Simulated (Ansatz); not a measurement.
Stepwise substitution at one centre (B F-CH3). All species are isolated molecules in the gas phase. Strings in code marks are SMILES.

Quantity: redistribution energy (mixed species minus the weighted end members), in kcal/mol.

Case: 2 of 3 F replaced by CH3: `CB(F)C`. The other species in the difference include `FB(F)F` (neutral, multiplicity 1). Geometry of `B(C)(C)F` (neutral, multiplicity 1, Å):

```xyz
10

C      1.3843    -0.1315     0.1220
B     -0.0039     0.5451    -0.1163
C     -1.3804    -0.1916    -0.0521
F     -0.0156     1.8525    -0.3978
H      2.2087     0.4040    -0.3526
H      1.5789    -0.1295     1.2030
H      1.4004    -1.1793    -0.1864
H     -2.2090     0.4750     0.1948
H     -1.5881    -0.6036    -1.0486
H     -1.3752    -1.0411     0.6340
```

Question: What is the computed redistribution energy (mixed species minus the weighted end members) (frozen-core MP2/cc-pVTZ // PBE0-D3(BJ)/def2-TZVP (Ansatz, an electronic-structure program))?

Answer: -1.74 kcal/mol.
